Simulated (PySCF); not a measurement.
Species: C₄H₄N₂.
InChI=1S/C4H4N2/c5-2-1-4-3-6-4/h3-4H,1H2/t4-/m0/s1

Method: TDDFT PBE0/def2-SVPD, vertical, gas phase, core orbitals frozen in the response (PySCF). The structure is a single GFN2-xTB conformer in the gas phase; no vibrational or solvent corrections. Torsions of this conformer, `[N:1]#[C:2][CH2:3][C@H:4]1[CH:5]=[N:6]1`: C2–C3–C4–C5 86°.

Computed states:

```json
{"state": "S1", "E (eV)": "5.03", "f": "0.0003"}
{"state": "S2", "E (eV)": "6.82", "f": "0.019"}
{"state": "S3", "E (eV)": "7.35", "f": "0.0013"}
{"state": "S4", "E (eV)": "7.64", "f": "0.014"}
{"state": "S5", "E (eV)": "7.73", "f": "0.027"}
{"state": "S6", "E (eV)": "7.85", "f": "0.0038"}
```

Each state is given a Gaussian of 0.3 eV full width at half maximum, with ε(max) = 2.175×10⁸ f / Δν̃ (Δν̃ the width in cm⁻¹). The width is an assumption, not a result. The curve ends short of the highest state used, and states not computed would add to its high-energy end.

Task: Give the broadened spectrum and its maxima.

Result: 
λ (nm), ε (L mol⁻¹ cm⁻¹) and a bar:
```
    171.0        104 ##
    175.3        246 #####
    179.7       1394 ##############################
    184.0       1383 ##############################
    188.4        293 ######
    192.7         17 
    197.1          0 
    201.4          0 
    205.8          0 
    210.1          0 
    214.5          0 
    218.8          0 
    223.2          0 
    227.5          0 
    231.9          1 
    236.2          7 
    240.6         18 
    244.9         29 #
    249.2         28 #
    253.6         17 
    257.9          7 
    262.3          2 
    266.6          0 
    271.0          0
```

Maxima: 247 nm (5.03 eV), ε about 31, made up of S1 (100%); 182 nm (6.82 eV), ε about 1700, made up of S2 (100%) (ε in L mol⁻¹ cm⁻¹; maxima over ε = 5, shares over 10%). At its high-energy end, 7.25 eV, the curve is still rising (ε about 100, from S3 and S4).

Task: What would ε be at 6.82 eV, the highest of these maxima, with half the width (0.15 eV)?

Result: About 3390 L mol⁻¹ cm⁻¹ against 1700, a factor of about 2.00; a lone state at its own centre would give exactly 2.

Task: On this curve, what absorbance would a 10⁻⁴ mol/L sample give at 248 nm over a 1 cm path?

Result: 248 nm is 4.999 eV, where ε is about 30 L mol⁻¹ cm⁻¹, so A = ε c l ≈ 0.003 (Beer–Lambert, with the gas-phase spectrum and the assumed width).

Task: Coming from long wavelengths, where does ε first pass 100 L mol⁻¹ cm⁻¹?

Result: At about 190 nm (6.52 eV), 1.49 eV above S1.

The run took 21 s of wall time (grids of density and orbitals included) on Arm Neoverse V1, one thread, no GPU, on a shared host, and the process peaked at 0.65 GiB of memory.
